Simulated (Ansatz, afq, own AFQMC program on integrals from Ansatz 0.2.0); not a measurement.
Integrals from Ansatz 0.2.0, then the random walk in our own AFQMC program (afq).

```yaml
crystal:
  periodic: [false, false, false]
  atoms:
    - {symbol: Ge, position_ang: [0.000000, 0.000000, 0.330803]}
    - {symbol: C, position_ang: [0.000000, 0.000000, -1.626483]}
    - {symbol: H, position_ang: [0.000000, 0.908852, -2.229454]}
    - {symbol: H, position_ang: [0.000000, -0.908852, -2.229454]}
basis:
  gaussian: {orbitals: cc-pVDZ}
magnetization: {spin_polarized: true, initial_magnetization: 2}
correlation: {method: ccsd_t, electrons: outside_noble_gas, hamiltonian_folder: ham}
```

```sh
$ ansatz run in.yaml --threads 1 --pin off --events-out ev --progress --plain --max-ram 1382MiB
```

afq runs on the folder ham with

```
--method free --trial cisd --walkers 60 --time-step 0.03 --max-blocks 80 --target-error 0.00038 --factor-cut 1e-05 --seed 6156 --times 0,0.21,0.42,0.81,1.2,1.8,2.4,3 --taylor-order 8
```

Times are imaginary, in 1/Eh. The walk had a cap of 1086 s. Filled inner d shells are frozen with the cores.

```
orbitals 36  electrons 6 4  factors 287 of 548
reference energy -2114.28605682 Eh
CCSD correlation -0.20532705 Eh in 11 cycles, weight of the determinant in the CISD state 0.8873
repeat  energy at the last time / Eh  error
    10  -2114.498666  0.001014
    20  -2114.498791  0.000636
    30  -2114.499186  0.000783
    40  -2114.499093  0.000644
    50  -2114.498871  0.000515
    60  -2114.498969  0.000462
    70  -2114.498974  0.000406
    80  -2114.498938  0.000374
time / (1/Eh)  energy / Eh  error  mean overlap
  0.00  -2114.491434  0.000127  1.1264
  0.21  -2114.494446  0.000157  1.1238
  0.42  -2114.495866  0.000177  1.1170
  0.81  -2114.497034  0.000201  1.1192
  1.20  -2114.497977  0.000220  1.1076
  1.80  -2114.498170  0.000272  1.1162
  2.40  -2114.498668  0.000298  1.1025
  3.00  -2114.498938  0.000374  1.0931
energy -2114.498938 +/- 0.000374 Eh
```

Problem. Estimate how long the walk took on 1 thread of Arm Neoverse V2, on a shared host.

Solution. 3 min of wall time.

The run passed its tests (error under three times the target), which doesn't prove that it has relaxed.

Against this walk (error 10.2 meV) on the same determinant: CCSD(T) 55.3 meV higher, CCSDT(Q) 20.0 meV higher (within the noise). The error is statistical, and a free projection of finite length keeps a remainder of its start. The last points still move (meV from the last: 52 ± 5 at 0.81, 26 ± 6 at 1.20, 21 ± 7 at 1.80, 7 ± 8 at 2.40, 0 ± 10 at 3.00), but the last one has reached CCSDT(Q) within the noise or passed it, so little can be left to fall.

Cautions: remainder of the start not in the error; no relativity below Rb; no spin-orbit coupling; inner d shell frozen; lower spins were not checked.

CCSDT and higher add their correlation energy to the determinant of the CCSD(T) run, since their own runs factorise the integrals more tightly (a shift of under 2 meV). A walk keeps the symmetry of its determinant, which the program's search chose and which needn't be the lowest solution, so a lower state of the same spin and another symmetry isn't excluded.
